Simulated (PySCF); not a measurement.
Species: P2F4.
SMILES with atom numbers: `[F:1][P:2]([F:3])[P:4]([F:5])[F:6]`

Geometry (PBE0-D3(BJ)/def2-TZVP, Å), atoms numbered from 1 in this order:
```
atom  x, y, z in Å
F1    -1.5814   -0.3415   -1.2493
P2    -0.8405   -0.7722    0.0921
F3    -1.6770    0.1035    1.1257
P4     0.8461    0.7578   -0.1136
F5     1.5745    0.3313    1.2365
F6     1.7026   -0.1091   -1.1365
```

The closed-shell ground state was solved at several levels (PySCF, density fitting, gas phase, non-relativistic). One conformer (not necessarily the lowest) at the PBE0-D3(BJ)/def2-TZVP geometry, without solvent, vibrations or thermal averaging.

```
           level  basis functions  HOMO (eV)  LUMO (eV)  gap (eV)  dipole (D)
  B97-2/pcSseg-2              230      -7.06      -1.71      5.35        0.03
wB97X-D/pcSseg-2              230      -9.08       0.07      9.15        0.03
   PBE0/pcSseg-2              230      -7.28      -1.70      5.58        0.03
```

Estimate the row for KT3/pcSseg-2, a basis of 230 functions; the other rows only guide the guess.

HOMO -6.18 eV, LUMO -2.64 eV, gap 3.54 eV, dipole 0.02 D.

Over all these levels, which gives the widest orbital gap and which the narrowest?

wB97X-D/pcSseg-2 (range-separated hybrid) has the widest, 9.15 eV, and KT3/pcSseg-2 (GGA) the narrowest, 3.54 eV. From the narrowest to the widest the HOMO moves by -2.90 eV and the LUMO by +2.71 eV.

In the pcSseg-2 basis, how does the gap go with the fixed share of exact exchange?

KT3 (0 %) 3.54 eV; B97-2 (21 %) 5.35 eV; PBE0 (25 %) 5.58 eV. Each rise in the share widens the gap here.

How far do the dipole and the HOMO energy spread over the levels?

The dipole runs from 0.02 to 0.03 D (mean 0.03 D) and the HOMO from -9.08 to -6.18 eV.
